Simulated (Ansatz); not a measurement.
Antifluorite Cu2Se (high-temperature phase)

Computed with LDA (plane waves, PAW; Ansatz, an electronic-structure program).

Numerical settings: plane-wave cutoff 520 eV, 16×16×16 k mesh, Fermi–Dirac smearing 0.05 eV, no spin polarisation, scalar-relativistic PAW data made under PBE.

Cell: relaxed at this level.

```yaml
equilibrium_lattice_constant_a: 5.651 Å
bulk_modulus: 111 GPa
```

Note: symmetry holds this phase in the static calculation, where it need not be a minimum; the relaxation could not lower the start's symmetry, so the cell can be a saddle point above a distorted one; the bulk modulus is −V dP/dV from two relaxed cells at ±2 % in volume.

Computed values are for the static lattice.

Computing time: about 120 core-seconds (a rough figure).
